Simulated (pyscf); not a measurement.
Single points on ωB97X-D3(BJ)/def2-SVP structures (PySCF, gas phase). Correlated levels are frozen-core, on RHF or UHF. ΔMP2 is the change of the MP2 total energy from the triple- to the quadruple-zeta basis.

Q: SiH₂ (SMILES [SiH2]) [singlet] + Cl–Cl (SMILES ClCl) → Cl–SiH₂–Cl (SMILES Cl[SiH2]Cl)
Surface: singlet. Broken: Cl–Cl. Formed: Cl–Si, Cl–Si. Give ΔE‡ and ΔE from CCSD(T)/def2-TZVPP + ΔMP2(QZVPP), relative to the separated reactants.

A: ΔE‡ = -35.0 kJ/mol, ΔE = -595.1 kJ/mol. Zero-point energy shifts the barrier by +9.0 kJ/mol. It is an insertion, with an imaginary mode of 230i cm⁻¹. On the reactant side the descent ends in an adduct with a Cl–Si contact, 45.6 kJ/mol under the separated species and 6.0 kJ/mol under the saddle at ωB97X-D3(BJ)/def2-TZVP. At CCSD(T) the saddle lies under the separated reactants, which points to a path from their complex (located at ωB97X-D3(BJ) alone). What is counted as formed (Cl–Si) is already present as a longer contact in the reactant adduct; forming that adduct is a step of its own. One saddle was located; it need not be the lowest between these sides. One closed-shell reference is unstable to symmetry breaking; treat the single-reference values with care. The CCSD(T) − MP2 part came from Ansatz, without density fitting, on the same reference. The largest closed-shell T1 diagnostic is 0.043, which may signal static correlation.
